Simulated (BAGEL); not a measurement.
**A workflow on SiH4O2 (SMILES O[SiH2]O)**

Wanted: a single-point energy (HF/cc-pVDZ), then the energy (NEVPT2(2,2)/cc-pVDZ), then the energy (CASPT2(2,2)/cc-pVDZ) of SiH4O2. 

The results are computed with BAGEL 1.2.2.

2 further runs of the same task are left out: 2 set aside as unsound or not needed.

## Step 1: Starting point

SiH4O2 has 7 atoms, charge 0, and is taken as a singlet. SMILES: `O[SiH2]O`. The shape is that of a PBE0-D4/def2-TZVP optimisation. This is one conformer, not always the lowest.

Bond lengths: O1–Si2 1.642 Å, Si2–O3 1.642 Å, O1–H4 0.958 Å, Si2–H5 1.481 Å, Si2–H6 1.481 Å, O3–H7 0.958 Å. Angles: O1–Si2–O3 113.5°, O1–Si2–H5 111.5°, O1–Si2–H6 103.9°, O3–Si2–H5 103.9°, O3–Si2–H6 111.5°, Si2–O1–H4 117.7°, Si2–O3–H7 117.7°, H5–Si2–H6 112.9°.

## Step 2: The energy at HF/cc-pVDZ (density fitting with svp-jkfit) (run 1)

input.json reads:

```json
{ "bagel": [

{
  "title": "molecule",
  "basis": "cc-pvdz.json",
  "df_basis": "svp-jkfit",
  "angstrom": false,
  "geometry": [
    { "atom": "O", "xyz": [    -2.61756170,    -0.46080972,    -0.66964335 ] },
    { "atom": "Si", "xyz": [     0.09714326,     0.79788016,     0.14977969 ] },
    { "atom": "O", "xyz": [     2.40756022,    -1.26339530,     0.34616003 ] },
    { "atom": "H", "xyz": [    -2.75269602,    -1.16325871,    -2.33337713 ] },
    { "atom": "H", "xyz": [     0.99525450,     2.63248298,    -1.76375698 ] },
    { "atom": "H", "xyz": [    -0.43331420,     1.98205814,     2.62970508 ] },
    { "atom": "H", "xyz": [     2.30358748,    -2.52482528,     1.64137832 ] }
  ]
},

{
  "title": "hf"
},

{
  "title": "print",
  "file": "orbitals.molden",
  "orbitals": true
}

]}
```

The basis set cc-pVDZ is read from a file made from the Basis Set Exchange's data (not shown).

Launch:

```sh
$ BAGEL_NUM_THREADS=1 BAGEL input.json > input.out
```

Log:

```text
* using 1 threads per process

  ===============================================================
  ===============================================================

  *** Geometry ***

  { "atom" : "O", "xyz" : [     -2.617562,     -0.460810,     -0.669643 ] },
  { "atom" : "Si", "xyz" : [      0.097143,      0.797880,      0.149780 ] },
  { "atom" : "O", "xyz" : [      2.407560,     -1.263395,      0.346160 ] },
  { "atom" : "H", "xyz" : [     -2.752696,     -1.163259,     -2.333377 ] },
  { "atom" : "H", "xyz" : [      0.995255,      2.632483,     -1.763757 ] },
  { "atom" : "H", "xyz" : [     -0.433314,      1.982058,      2.629705 ] },
  { "atom" : "H", "xyz" : [      2.303587,     -2.524825,      1.641378 ] },

  Number of auxiliary basis functions:      354

  Since a DF basis is specified, we compute 2- and 3-index integrals:
    o Being stored without compression. Storage requirement is 0.012 GB

  Number of basis functions:       66
  Number of electrons      :       34

    * METHOD: MOLECULE                             0.10

  *** RHF ***

  === Nuclear Repulsion ===
   120.4740560691

      * DIIS with orbital gradients will be used.

  === RHF iteration (cc-pvdz.json) ===
      0       -440.78637808          0.02338754           0.02
      1       -440.96588759          0.01594912           0.02
      2       -441.07190420          0.00139210           0.02
      3       -441.07290446          0.00025498           0.02
      4       -441.07293700          0.00006729           0.02
      5       -441.07293965          0.00001165           0.02
      6       -441.07293979          0.00000246           0.02
      7       -441.07293980          0.00000047           0.02
      8       -441.07293980          0.00000014           0.02
      9       -441.07293980          0.00000005           0.02
     10       -441.07293980          0.00000001           0.02
     11       -441.07293980          0.00000000           0.02
    * SCF iteration converged.

    * Permanent dipole moment:
           (    0.047254,     0.388002,     0.072750) a.u.

    * METHOD: HF                                   0.36

    * METHOD: PRINT                                0.01

  ===============================================================
```

It took 0.58 s on 1 thread of Arm Neoverse V2, shared host; peak memory 0.15 GiB.

## Step 3: A single-point energy at NEVPT2(2,2)/cc-pVDZ (density fitting with svp-jkfit) (run 2)

job.json reads:

```json
{ "bagel" : [

{
  "title" : "molecule",
  "basis" : "cc-pvdz.json",
  "df_basis" : "svp-jkfit",
  "geometry" : [
    { "atom" : "O", "xyz" : [ -2.61756170, -0.46080972, -0.66964335 ] },
    { "atom" : "Si", "xyz" : [  0.09714326,  0.79788016,  0.14977969 ] },
    { "atom" : "O", "xyz" : [  2.40756022, -1.26339530,  0.34616003 ] },
    { "atom" : "H", "xyz" : [ -2.75269602, -1.16325871, -2.33337713 ] },
    { "atom" : "H", "xyz" : [  0.99525450,  2.63248298, -1.76375698 ] },
    { "atom" : "H", "xyz" : [ -0.43331420,  1.98205814,  2.62970508 ] },
    { "atom" : "H", "xyz" : [  2.30358748, -2.52482528,  1.64137832 ] }
  ]
},
{ "title" : "hf" },
{ "title" : "nevpt2", "nstate" : 1, "nact" : 2, "nclosed" : 16, "active" : [17, 22], "maxiter" : 200, "natocc" : true, "ncore" : 7 },
{ "title" : "print", "file" : "orbitals.molden", "orbitals" : true }

]}
```

The basis set cc-pVDZ is read from a file made from the Basis Set Exchange's data (not shown).

Launch:

```sh
$ BAGEL_NUM_THREADS=1 BAGEL job.json > job.out
```

Log:

```text
* using 1 threads per process

  ===============================================================
  ===============================================================

  *** Geometry ***

  { "atom" : "O", "xyz" : [     -2.617562,     -0.460810,     -0.669643 ] },
  { "atom" : "Si", "xyz" : [      0.097143,      0.797880,      0.149780 ] },
  { "atom" : "O", "xyz" : [      2.407560,     -1.263395,      0.346160 ] },
  { "atom" : "H", "xyz" : [     -2.752696,     -1.163259,     -2.333377 ] },
  { "atom" : "H", "xyz" : [      0.995255,      2.632483,     -1.763757 ] },
  { "atom" : "H", "xyz" : [     -0.433314,      1.982058,      2.629705 ] },
  { "atom" : "H", "xyz" : [      2.303587,     -2.524825,      1.641378 ] },

  Number of auxiliary basis functions:      354

  Since a DF basis is specified, we compute 2- and 3-index integrals:
    o Being stored without compression. Storage requirement is 0.012 GB

  Number of basis functions:       66
  Number of electrons      :       34

    * METHOD: MOLECULE                             0.10

  *** RHF ***

  === Nuclear Repulsion ===
   120.4740560691

      * DIIS with orbital gradients will be used.

  === RHF iteration (cc-pvdz.json) ===
      0       -440.78637808          0.02338754           0.02
      1       -440.96588759          0.01594912           0.02
      2       -441.07190420          0.00139210           0.02
      3       -441.07290446          0.00025498           0.02
      4       -441.07293700          0.00006729           0.02
      5       -441.07293965          0.00001165           0.02
      6       -441.07293979          0.00000246           0.02
      7       -441.07293980          0.00000047           0.02
      8       -441.07293980          0.00000014           0.02
      9       -441.07293980          0.00000005           0.02
     10       -441.07293980          0.00000001           0.02
     11       -441.07293980          0.00000000           0.02
    * SCF iteration converged.

    * Permanent dipole moment:
           (    0.047254,     0.388002,     0.072750) a.u.

    * METHOD: HF                                   0.35

    * freezing 7 orbitals
  ---------------------------
      CASSCF calculation
  ---------------------------

    ==== Active orbitals : =====
         Orbital 17
         Orbital 22
    ============================

    * nstate   :      1
    * nclosed  :     16
    * nact     :      2
    * nvirt    :     48
  === CASSCF iteration (cc-pvdz.json) ===

    * Using the second-order algorithm

      0  0      -441.07352924     1.48e-04      0.01

      1  0      -441.07624663     2.40e-04      0.12

      2  0      -441.07645476     5.50e-05      0.14

      3  0      -441.07645772     1.40e-05      0.19

      4  0      -441.07645778     3.18e-06      0.19

      5  0      -441.07645779     6.86e-07      0.19

      6  0      -441.07645779     1.44e-07      0.15

      7  0      -441.07645779     2.97e-08      0.17

      8  0      -441.07645779     6.10e-09      0.12

    * Second-order optimization converged. *

     guess   0:   closed 1.                   open ..

  === FCI iteration ===

      0  0      -441.07292078     3.75e-02      0.00
      1  0      -441.07645576     6.57e-04      0.00
      2  0 *    -441.07645779     4.97e-16      0.00

     * ci vector, state   0, <S^2> = 0.0000
       2.     0.9988923462

  === DF-NEVPT2 calculation ===

    * 3-index integral transformation done
    * assembly done

      NEVPT2 correlation energy:   -0.4726484656      0.07

          (+0)     -0.4204798082
          (+0)'    -0.0125474978
          (+1)     -0.0079745907
          (+1)'    -0.0000000000
          (+2)     -0.0007231852
          (-1)     -0.0217580994
          (-1)'     0.0000000000
          (-2)     -0.0091652842

      NEVPT2 total energy:       -441.5491062507

    * METHOD: NEVPT2                               1.47

    * METHOD: PRINT                                0.01

  ===============================================================
```

It took 2 s on 1 thread of Arm Neoverse V2, shared host; peak memory 0.15 GiB.

## Step 4: The energy at CASPT2(2,2)/cc-pVDZ (density fitting with svp-jkfit) (run 3)

Changes to input.json since step 2:

```diff
@@ -6,3 +6,3 @@
   "df_basis": "svp-jkfit",
-  "angstrom": false,
+  "angstrom": "false",
   "geometry": [
@@ -18,11 +18,19 @@
 
+{ "title": "hf", "charge": 0 },
+
 {
-  "title": "hf"
+  "title": "casscf",
+  "nstate": 1,
+  "nact": 2,
+  "nclosed": 16,
+  "charge": 0,
+  "nspin": 0,
+  "active": [17, 22],
+  "maxiter": 200,
+  "natocc": "true"
 },
 
-{
-  "title": "print",
-  "file": "orbitals.molden",
-  "orbitals": true
-}
+{ "title": "print", "file": "orbitals.molden", "orbitals": "true" },
+
+{ "title": "smith", "method": "caspt2", "ms": "true", "xms": "true", "sssr": "true", "shift": 0.2, "shift_imag": "true", "ncore": 7 }
```

The basis set cc-pVDZ is read from a file made from the Basis Set Exchange's data (not shown).

Launch:

```sh
$ BAGEL_NUM_THREADS=1 BAGEL input.json > input.out
```

Log:

```text
* using 1 threads per process

  ===============================================================
  ===============================================================

  *** Geometry ***

  { "atom" : "O", "xyz" : [     -2.617562,     -0.460810,     -0.669643 ] },
  { "atom" : "Si", "xyz" : [      0.097143,      0.797880,      0.149780 ] },
  { "atom" : "O", "xyz" : [      2.407560,     -1.263395,      0.346160 ] },
  { "atom" : "H", "xyz" : [     -2.752696,     -1.163259,     -2.333377 ] },
  { "atom" : "H", "xyz" : [      0.995255,      2.632483,     -1.763757 ] },
  { "atom" : "H", "xyz" : [     -0.433314,      1.982058,      2.629705 ] },
  { "atom" : "H", "xyz" : [      2.303587,     -2.524825,      1.641378 ] },

  Number of auxiliary basis functions:      354

  Since a DF basis is specified, we compute 2- and 3-index integrals:
    o Being stored without compression. Storage requirement is 0.012 GB

  Number of basis functions:       66
  Number of electrons      :       34

    * METHOD: MOLECULE                             0.10

  *** RHF ***

[... 11 lines left out ...]
    * SCF iteration converged.
[... 1 line left out ...]
    * Permanent dipole moment:
[... 27 lines left out ...]
    * Second-order optimization converged. *
[... 9 lines left out ...]
     * ci vector, state   0, <S^2> = 0.0000
[... 15 lines left out ...]
    * Zeroth order energy : state  0       -0.9600421671
[... 3 lines left out ...]
      -------------------------------------------  CASPT2 iteration  ---------------------------------------------------
       #      aibj      arbs      arbi      airj      risj      airs      arst      rist         Etot      error   time
      ------------------------------------------------------------------------------------------------------------------

       0  -0.42024  -0.01068  -0.02150  -0.00892  -0.00080  -0.01035  -0.00000   0.00000   -0.4724902  0.0017877   0.03
       1  -0.42048  -0.01070  -0.02156  -0.00913  -0.00086  -0.01063  -0.00000   0.00000   -0.4733571  0.0003149   0.03
       2  -0.42050  -0.01070  -0.02154  -0.00914  -0.00086  -0.01065  -0.00000   0.00000   -0.4733915  0.0000531   0.03
       3  -0.42050  -0.01070  -0.02155  -0.00914  -0.00086  -0.01065  -0.00000   0.00000   -0.4733922  0.0000113   0.03
       4  -0.42050  -0.01070  -0.02155  -0.00914  -0.00086  -0.01065   0.00000   0.00000   -0.4733923  0.0000019   0.03
       5  -0.42050  -0.01070  -0.02155  -0.00914  -0.00086  -0.01065  -0.00000   0.00000   -0.4733923  0.0000003   0.03

      ------------------------------------------------------------------------------------------------------------------

    * CASPT2 energy : state  0     -441.5515806614
        w/o shift correction       -441.5498500608
        reference weight              0.8832603845

    * METHOD: SMITH                                0.25

  ===============================================================
```

Run time: 2.2 s. Hardware: 1 thread of Arm Neoverse V2, shared host; peak memory 0.15 GiB.

## Step 5: Results

| quantity | value |
| --- | --- |
| run 1, HF/cc-pVDZ: total energy | -441.07294 Eh |
| run 1, HF/cc-pVDZ: dipole moment | 1.01 D |
| run 1, HF/cc-pVDZ: HOMO energy | -12.42 eV |
| run 1, HF/cc-pVDZ: LUMO energy | 4.54 eV |
| run 1, HF/cc-pVDZ: HOMO–LUMO gap | 16.96 eV |
| run 2, NEVPT2(2,2)/cc-pVDZ: total energy | -441.54911 Eh |
| run 3, CASPT2(2,2)/cc-pVDZ: total energy | -441.55158 Eh |
